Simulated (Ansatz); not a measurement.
## Torsion profile

AlBH₄S (SMILES [AlH2][BH]S), singlet, at its PBE0-D4/def2-TZVP minimum:

Al1  (-1.180, 0.256, -0.389)
B2  (0.747, 0.574, 0.453)
S3  (1.880, -0.778, 0.515)
H4  (-1.487, -1.232, -0.881)
H5  (-2.311, 1.360, -0.568)
H6  (1.216, 1.573, 0.914)
H7  (1.135, -1.753, -0.044)
(Å)

The dihedral angle H4–Al1–B2–S3 (1.7° at the minimum) is set to the values below, the two halves turning rigidly about the central bond. Each method's energies count from its own value at the PBE0-D4 minimum structure. Ansatz 0.2.0; basis: def2-TZVPP; cores frozen in the correlated methods. B3LYP uses VWN-RPA correlation.

```tsv
dihedral angle (°)	CCSD(T) (kJ/mol)	wB97M-V (kJ/mol)	HF (kJ/mol)	PBE-D4 (kJ/mol)	r2SCAN-D4 (kJ/mol)
9.5	0.12	0.10	0.05	0.06	0.05
32.0	1.27	1.05	0.57	0.66	0.49
54.5	2.70	2.21	1.20	1.21	0.90
77.0	3.73	3.03	1.71	1.53	1.18
99.5	4.39	3.65	2.32	2.09	1.78
122.0	4.80	4.23	3.17	3.13	2.90
144.5	4.94	4.66	4.01	4.23	4.16
167.0	4.88	4.83	4.52	4.90	4.98
```

Largest difference from the CCSD(T) curve over the scan: PBE0-D4 1.96; B3LYP-D4 1.79; MP2 0.18 kJ/mol. Each curve counts from its own value at the minimum.

The T1 diagnostic stays at or below 0.016.

For scale, one of the runs: CCSD(T)/def2-TZVPP, 171 basis functions, launched by `ansatz run in.yaml --threads 2 --pin off --events-out ev --progress --plain --max-ram 4352MiB`. Time: 19 s of wall clock on 2 CPU threads of an Arm Neoverse V1; the host was shared. Peak host memory: 1.3 GiB.
